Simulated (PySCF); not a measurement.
# C₄H₁₀: magnetic properties, part 2 of 2

PySCF 2.14.0. Atoms count from 0.

## 6. Magnetic properties: GIAO B3LYP/ANO-RCC-VDZP

The job: settings as JSON, then the geometry in Å.

```
{"job": {"kind": "mag", "xc": "B3LYP", "basis": "ANO-RCC-VDZP"}, "charge": 0, "multiplicity": 1}
C      1.885483    -0.517796     0.370027
C      0.452379    -0.072235     0.611438
C     -0.444632    -0.219299    -0.610998
C     -1.877637     0.226606    -0.369619
H      2.355663     0.067900    -0.436516
H      2.506615    -0.399954     1.270993
H      1.929729    -1.578049     0.072412
H      0.441671     0.981874     0.942149
H      0.019439    -0.649339     1.448194
H     -0.434169    -1.273488    -0.941464
H     -0.011581     0.357527    -1.447886
H     -1.921787     1.287267    -0.073456
H     -2.499179     0.107457    -1.270128
H     -2.347423    -0.357972     0.437970
```

Level: GIAO B3LYP/ANO-RCC-VDZP magnetisability, rotational g tensor and spin-rotation constants, non-relativistic, gas phase.

The log of the run:

```text
coarse grid: 10544 points
cycle   1  E = -158.4541397713  dE =  3.526e-02  |g| = 4.456e-01  |ddm| = 4.738e+00
cycle   2  E = -158.4267333765  dE =  2.741e-02  |g| = 5.507e-01  |ddm| = 1.226e+00
cycle   3  E = -158.5102980182  dE = -8.356e-02  |g| = 2.593e-02  |ddm| = 7.104e-01
cycle   4  E = -158.5104060010  dE = -1.080e-04  |g| = 1.617e-02  |ddm| = 4.044e-02
cycle   5  E = -158.5104689420  dE = -6.294e-05  |g| = 3.140e-03  |ddm| = 1.633e-02
cycle   6  E = -158.5104713348  dE = -2.393e-06  |g| = 1.666e-04  |ddm| = 2.598e-03
final grid: 98552 points
cycle   7  E = -158.5098778596  dE = -2.948e-05  |g| = 5.024e-03  |ddm| = 3.965e-02
cycle   8  E = -158.5098745175  dE =  3.342e-06  |g| = 6.142e-03  |ddm| = 1.121e-02
cycle   9  E = -158.5098846363  dE = -1.012e-05  |g| = 2.195e-04  |ddm| = 7.010e-03
cycle  10  E = -158.5098846448  dE = -8.487e-09  |g| = 1.330e-04  |ddm| = 3.349e-04
cycle  11  E = -158.5098846491  dE = -4.271e-09  |g| = 2.206e-05  |ddm| = 1.319e-04
cycle  12  E = -158.5098846492  dE = -1.181e-10  |g| = 1.408e-06  |ddm| = 2.009e-05
converged SCF energy = -158.5098846492

Magnetisability tensor (1e-30 J/T^2)
     -908.38       22.45       10.04
       22.45     -839.71       -0.64
       10.04       -0.64     -827.39
isotropic -858.50   principal values    -916.15   -833.70   -825.63
isotropic susceptibility -51.700 1e-6 cm^3/mol

Inertial axes            a          b          c
rot. const./GHz     23.4902     3.6356     3.4162
chi total           -54.419    -50.473    -50.207
chi diamagnetic    -126.963   -429.126   -453.458
chi paramagnetic     72.543    378.653    403.251
quadrupole/D A       -0.773     -0.009      0.782
g nuclear            0.8481     0.6466     0.6459
g electronic        -0.8006    -0.6467    -0.6472
g total              0.0476    -0.0001    -0.0013

Spin-rotation constants (kHz, H = +C I.J)
atom  isotope        aa         bb         cc
  4     1H       -2.459     -0.232     -0.079
  5     1H       -0.879     -0.151     -0.363
  6     1H       -2.459     -0.232     -0.080
  7     1H       -2.516     -0.204     -0.065
  8     1H       -2.516     -0.204     -0.065
  9     1H       -2.516     -0.204     -0.065
 10     1H       -2.516     -0.204     -0.066
 11     1H       -2.459     -0.232     -0.079
 12     1H       -0.879     -0.151     -0.363
 13     1H       -2.459     -0.232     -0.080
  0    13C*       3.116      0.525      0.528
  1    13C*       3.689      0.603      0.601
* in the singly substituted isotopologue
```

Wall time 11 s (1 thread of AMD EPYC 9R45, shared host); peak memory 0.54 GiB.

In short:

| quantity | value |
| --- | --- |
| magnetisability | -858·10⁻³⁰ J/T² |
| molar susceptibility | -51.7·10⁻⁶ cm³/mol |
| rotational g (a, b, c) | 0.0476, -0.0001, -0.0013 |

## 7. Magnetic properties: GIAO B3LYP/6-31G*

Settings changed since step 6:

```diff
@@ -1,2 +1,2 @@
-{"job": {"kind": "mag", "xc": "B3LYP", "basis": "ANO-RCC-VDZP"}, "charge": 0, "multiplicity": 1}
+{"job": {"kind": "mag", "xc": "B3LYP", "basis": "6-31G*"}, "charge": 0, "multiplicity": 1}
 C      1.885483    -0.517796     0.370027
```

With the program's defaults for keys left out, this is: GIAO B3LYP/6-31G* magnetisability, rotational g tensor and spin-rotation constants, non-relativistic, gas phase.

The log of the run:

```text
coarse grid: 10544 points
cycle   1  E = -158.4314641714  dE =  3.448e-02  |g| = 4.443e-01  |ddm| = 2.933e+00
cycle   2  E = -158.4106467095  dE =  2.082e-02  |g| = 5.296e-01  |ddm| = 1.013e+00
cycle   3  E = -158.4875182910  dE = -7.687e-02  |g| = 1.958e-02  |ddm| = 5.480e-01
cycle   4  E = -158.4875671861  dE = -4.890e-05  |g| = 1.350e-02  |ddm| = 2.956e-02
cycle   5  E = -158.4876110713  dE = -4.389e-05  |g| = 2.344e-03  |ddm| = 1.273e-02
cycle   6  E = -158.4876124080  dE = -1.337e-06  |g| = 1.013e-04  |ddm| = 1.946e-03
final grid: 98552 points
cycle   7  E = -158.4549972889  dE = -1.493e-05  |g| = 5.674e-03  |ddm| = 1.425e-02
cycle   8  E = -158.4549936883  dE =  3.601e-06  |g| = 6.815e-03  |ddm| = 1.223e-02
cycle   9  E = -158.4550061230  dE = -1.243e-05  |g| = 1.874e-04  |ddm| = 6.454e-03
cycle  10  E = -158.4550061291  dE = -6.109e-09  |g| = 1.037e-04  |ddm| = 2.694e-04
cycle  11  E = -158.4550061317  dE = -2.605e-09  |g| = 1.589e-05  |ddm| = 9.295e-05
cycle  12  E = -158.4550061318  dE = -6.128e-11  |g| = 1.018e-06  |ddm| = 1.520e-05
converged SCF energy = -158.4550061318

Magnetisability tensor (1e-30 J/T^2)
     -902.00       20.79        9.51
       20.79     -838.97       -1.57
        9.51       -1.57     -830.24
isotropic -857.07   principal values    -909.39   -833.10   -828.71
isotropic susceptibility -51.614 1e-6 cm^3/mol

Inertial axes            a          b          c
rot. const./GHz     23.4902     3.6356     3.4162
chi total           -54.058    -50.613    -50.170
chi diamagnetic    -126.387   -428.584   -452.876
chi paramagnetic     72.329    377.972    402.706
quadrupole/D A       -0.788      0.033      0.755
g nuclear            0.8481     0.6466     0.6459
g electronic        -0.7982    -0.6456    -0.6463
g total              0.0499     0.0010    -0.0004

Spin-rotation constants (kHz, H = +C I.J)
atom  isotope        aa         bb         cc
  4     1H       -2.532     -0.243     -0.089
  5     1H       -0.946     -0.170     -0.377
  6     1H       -2.533     -0.242     -0.090
  7     1H       -2.585     -0.212     -0.074
  8     1H       -2.585     -0.212     -0.074
  9     1H       -2.585     -0.212     -0.074
 10     1H       -2.585     -0.212     -0.074
 11     1H       -2.532     -0.243     -0.089
 12     1H       -0.945     -0.171     -0.377
 13     1H       -2.533     -0.242     -0.090
  0    13C*       2.927      0.490      0.486
  1    13C*       3.400      0.551      0.545
* in the singly substituted isotopologue
```

Wall time 3.1 s (1 thread of AMD EPYC 9R45, shared host); peak memory 0.48 GiB.

From this job:

```csv
quantity,value
magnetisability,-857·10⁻³⁰ J/T²
molar susceptibility,-51.6·10⁻⁶ cm³/mol
"rotational g (a, b, c)","0.0499, 0.0010, -0.0004"
```

## 8. Magnetic properties: GIAO B3LYP/STO-3G

Settings changed since step 7:

```diff
@@ -1,2 +1,2 @@
-{"job": {"kind": "mag", "xc": "B3LYP", "basis": "6-31G*"}, "charge": 0, "multiplicity": 1}
+{"job": {"kind": "mag", "xc": "B3LYP", "basis": "STO-3G"}, "charge": 0, "multiplicity": 1}
 C      1.885483    -0.517796     0.370027
```

With the program's defaults for keys left out, this is: GIAO B3LYP/STO-3G magnetisability, rotational g tensor and spin-rotation constants, non-relativistic, gas phase.

The log of the run:

```text
coarse grid: 10544 points
cycle   1  E = -156.5809744391  dE =  6.033e-03  |g| = 1.742e-01  |ddm| = 4.178e+00
cycle   2  E = -156.5851753787  dE = -4.201e-03  |g| = 1.308e-01  |ddm| = 4.118e-01
cycle   3  E = -156.5906723452  dE = -5.497e-03  |g| = 4.757e-03  |ddm| = 1.806e-01
cycle   4  E = -156.5906796136  dE = -7.268e-06  |g| = 2.988e-04  |ddm| = 7.069e-03
final grid: 98552 points
cycle   5  E = -156.5807780174  dE = -3.213e-06  |g| = 3.452e-03  |ddm| = 1.074e-02
cycle   6  E = -156.5807793818  dE = -1.364e-06  |g| = 2.772e-03  |ddm| = 8.350e-03
cycle   7  E = -156.5807818432  dE = -2.461e-06  |g| = 1.133e-05  |ddm| = 3.712e-03
cycle   8  E = -156.5807818432  dE = -2.655e-11  |g| = 7.339e-06  |ddm| = 2.439e-05
converged SCF energy = -156.5807818432

Magnetisability tensor (1e-30 J/T^2)
     -945.05       18.99       -1.05
       18.99     -876.43       -3.46
       -1.05       -3.46     -882.47
isotropic -901.32   principal values    -949.96   -883.55   -870.44
isotropic susceptibility -54.279 1e-6 cm^3/mol

Inertial axes            a          b          c
rot. const./GHz     23.4902     3.6356     3.4162
chi total           -56.937    -53.480    -52.419
chi diamagnetic    -123.079   -425.181   -449.257
chi paramagnetic     66.142    371.702    396.838
quadrupole/D A       -0.558      0.101      0.457
g nuclear            0.8481     0.6466     0.6459
g electronic        -0.7299    -0.6349    -0.6369
g total              0.1182     0.0117     0.0090

Spin-rotation constants (kHz, H = +C I.J)
atom  isotope        aa         bb         cc
  4     1H       -2.527     -0.248     -0.103
  5     1H       -1.158     -0.176     -0.362
  6     1H       -2.527     -0.247     -0.104
  7     1H       -2.536     -0.238     -0.100
  8     1H       -2.536     -0.238     -0.100
  9     1H       -2.536     -0.238     -0.100
 10     1H       -2.536     -0.238     -0.100
 11     1H       -2.527     -0.247     -0.103
 12     1H       -1.158     -0.176     -0.362
 13     1H       -2.527     -0.247     -0.104
  0    13C*       1.452      0.265      0.256
  1    13C*       1.738      0.291      0.301
* in the singly substituted isotopologue
```

It took 1.4 s on 1 thread of AMD EPYC 9R45, shared host; peak memory 0.48 GiB.

In short:

```
              quantity                   value
       magnetisability         -901·10⁻³⁰ J/T²
  molar susceptibility      -54.3·10⁻⁶ cm³/mol
rotational g (a, b, c)  0.1182, 0.0117, 0.0090
```

## 9. The levels compared

| level | ξ (10⁻³⁰ J/T²) | g(a) | g(b) | gap (eV) | functions | time |
| --- | --- | --- | --- | --- | --- | --- |
| GIAO CAM-B3LYP/aug-pcSseg-1 | -878 | 0.0520 | -0.0002 | 10.74 | 194 | 16 s |
| GIAO revPBE/aug-pcSseg-1 | -865 | 0.0437 | -0.0013 | 7.02 | 194 | 16 s |
| GIAO B3LYP/pcSseg-0 | -908 | 0.0781 | 0.0034 | 10.72 | 56 | 2 s |
| GIAO B3LYP/ANO-RCC-VDZP | -858 | 0.0476 | -0.0001 | 8.94 | 106 | 11 s |
| GIAO B3LYP/6-31G* | -857 | 0.0499 | 0.0010 | 11.19 | 76 | 3.1 s |
| GIAO B3LYP/STO-3G | -901 | 0.1182 | 0.0117 | 17.49 | 30 | 1.4 s |

## 10. What came out

This closing draws on all 2 parts.

| quantity | value |
| --- | --- |
| point group | C2h |
| rotational constants (main isotopes) | 23.49, 3.64, 3.42 GHz |
| magnetisability (step 3, GIAO CAM-B3LYP/aug-pcSseg-1) | -878·10⁻³⁰ J/T² |
| molar susceptibility (step 3, GIAO CAM-B3LYP/aug-pcSseg-1) | -52.9·10⁻⁶ cm³/mol |
| rotational g (a, b, c) (step 3, GIAO CAM-B3LYP/aug-pcSseg-1) | 0.0520, -0.0002, -0.0006 |
| magnetisability over the levels | -908 to -857·10⁻³⁰ J/T² |

What this shows: Over 3 steps the energy fell by 0.041 eV; of the close pairs, C0–H6 changed most, 1.088 to 1.102 Å. No frequency check was run at this level, so the end point may be a saddle. GIAO B3LYP/STO-3G has a minimal basis, so it is left out of the spread where two other levels stand. The magnetisability spreads by 5.8 % over 5 levels, from GIAO B3LYP/pcSseg-0 (2 s) to GIAO B3LYP/6-31G* (3.1 s); the runs took 2 s to 16 s. Vibrational averaging and real surroundings are missing from these values.
